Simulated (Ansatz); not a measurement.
A CCSD(T) single point on `C1=COCCC1`.

```yaml
crystal:
  periodic: [false, false, false]
  atoms:
    - {symbol: C, position_ang: [-0.233918, 0.565590, 1.294848]}
    - {symbol: C, position_ang: [-1.416947, 0.273270, 0.759741]}
    - {symbol: O, position_ang: [-1.617295, -0.236504, -0.476469]}
    - {symbol: C, position_ang: [-0.470867, -0.208659, -1.315444]}
    - {symbol: C, position_ang: [0.777364, -0.661456, -0.587123]}
    - {symbol: C, position_ang: [1.050833, 0.268038, 0.588174]}
    - {symbol: H, position_ang: [-0.217596, 0.992465, 2.290059]}
    - {symbol: H, position_ang: [-2.354872, 0.417746, 1.283495]}
    - {symbol: H, position_ang: [-0.339386, 0.816551, -1.686333]}
    - {symbol: H, position_ang: [-0.707541, -0.854929, -2.161490]}
    - {symbol: H, position_ang: [1.618311, -0.685743, -1.284881]}
    - {symbol: H, position_ang: [0.621582, -1.682775, -0.226496]}
    - {symbol: H, position_ang: [1.760999, -0.196299, 1.279841]}
    - {symbol: H, position_ang: [1.529354, 1.192713, 0.242069]}
basis:
  gaussian: {orbitals: def2-SVP}
correlation: {method: ccsd_t}
```

```sh
$ ansatz run in.yaml --threads 4 --pin off --events-out ev --progress --plain --max-ram 10444MiB
```

The program prints (abridged):

```
Functional definition: HF
1272 factors; integrals over basis functions are off by at most 1.5e-3 eV
mean field evaluation 1: about -7306.8329 eV, gradient 3.2e1 eV
mean field evaluation 2: about -7306.8433 eV, gradient 3.2e1 eV
mean field evaluation 4: about -7309.8736 eV, gradient 4.2e0 eV
mean field evaluation 8: about -7309.9215 eV, gradient 1.8e-4 eV
mean field -7309.92152382 eV, -268.6346611575 hartree, gradient 1.2e-6 eV, S^2 0.000000; 0 other end points of the search recorded, 0 dependent functions left out
6 core orbitals not correlated: weight in the atoms' cores, before any rotation towards them, 1.000 or more for the frozen orbitals, at most 0.000 for the correlated occupied ones
reference -7309.92152382 eV, -268.6346611575 hartree; 17, 17 occupied and 101, 101 virtual orbitals, 1272 factors
second order -23.43410342 eV of doubles, -0.00000000 eV of singles
cycle   1  -24.21839293 eV  change   -7.8e-1 eV  update   1.1e-1
cycle   2  -24.82086548 eV  change   -6.0e-1 eV  update   3.2e-2
cycle   3  -24.97381028 eV  change   -1.5e-1 eV  update   1.7e-2
cycle   4  -24.97357723 eV  change    2.3e-4 eV  update   4.2e-3
cycle   5  -24.97342057 eV  change    1.6e-4 eV  update   1.8e-3
cycle   6  -24.97382834 eV  change   -4.1e-4 eV  update   5.2e-4
cycle   7  -24.97350064 eV  change    3.3e-4 eV  update   2.2e-4
cycle   8  -24.97344039 eV  change    6.0e-5 eV  update   8.5e-5
cycle   9  -24.97344645 eV  change   -6.1e-6 eV  update   3.3e-5
perturbative correction -0.82961916 eV, -0.0304879417 hartree
Total energy: -7335.72458943 eV, -269.5829063287 hartree
```

Run time 11 s (4 threads of an Arm Neoverse V2 on a shared host); peak host memory 0.85 GiB.

Correlation energy per correlated electron: -0.759 eV. T1 diagnostic: 0.0111.
